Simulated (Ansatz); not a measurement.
## Two structures, one formula

The two ends of one reaction step of CH6AlN, closed shell (PBE0-D4/def2-TZVP).

A:

Al1  (-0.713, -0.094, -1.397)
N2  (-0.564, -1.275, 0.499)
H3  (-1.150, -0.833, 1.203)
C4  (0.535, 1.231, -0.526)
H5  (-0.883, -2.231, 0.391)
H6  (0.385, -1.287, 0.863)
H7  (1.517, 0.777, -0.323)
H8  (0.153, 1.600, 0.438)
H9  (0.721, 2.112, -1.149)
(Å)

B:

| atom | x (Å) | y (Å) | z (Å) |
| --- | --- | --- | --- |
| Al1 | -0.7055 | -0.1287 | -0.0317 |
| N2 | -0.1174 | -1.6587 | 0.6363 |
| H3 | -2.2728 | -0.0148 | -0.2586 |
| C4 | 0.5519 | 1.3022 | -0.4461 |
| H5 | -0.7051 | -2.4413 | 0.8743 |
| H6 | 0.8459 | -1.8768 | 0.8337 |
| H7 | 1.5871 | 1.0330 | -0.2215 |
| H8 | 0.3142 | 2.2096 | 0.1187 |
| H9 | 0.5015 | 1.5754 | -1.5052 |

Computed with Ansatz 0.2.0 (basis: def2-TZVPP); correlated methods freeze the cores. B3LYP uses VWN-RPA correlation.

Q: Which structure is lower at CCSD(T), and by how much? (An estimate is asked for; the value comes from the calculation.)

A: The calculation gives: B, by 147.5 kJ/mol (electronic energy, against the other). By their contacts, A is CH₆AlN ([CH3][Al][NH3]) and B is CH₆AlN ([CH3][AlH][NH2]).

All methods give the same order:

```
      method  E(B) − E(A) (kJ/mol)
       SPW92                -139.9
      PBE-D4                -137.5
     BLYP-D4                -142.9
   r2SCAN-D4                -163.0
      B97M-V                -161.3
     PBE0-D4                -145.2
    B3LYP-D4                -150.3
  r2SCAN0-D4                -162.3
    BHLYP-D4                -158.1
CAM-B3LYP-D4                -160.9
     wB97X-V                -163.0
     wB97M-V                -150.7
      B2PLYP                -157.2
    PBE-QIDH                -157.2
  RPA on PBE                -139.6
          HF                -164.2
         MP2                -162.4
        CCSD                -149.2
     CCSD(T)                -147.5
```

No T1 diagnostic of these runs exceeds 0.012. The restricted Hartree–Fock reference is unstable towards an unrestricted one at one or more of these structures.

Labels in which every atom is bracketed show which atoms are joined, not bond orders.

For scale, one of the runs: CCSD(T)/def2-TZVPP, 188 basis functions, launched by `ansatz run in.yaml --threads 2 --pin off --events-out ev --progress --plain --max-ram 4352MiB`. Hardware: 2 CPU threads of an Intel Xeon 6975P-C, shared host. Wall time 12 s; peak host memory 2 GiB.
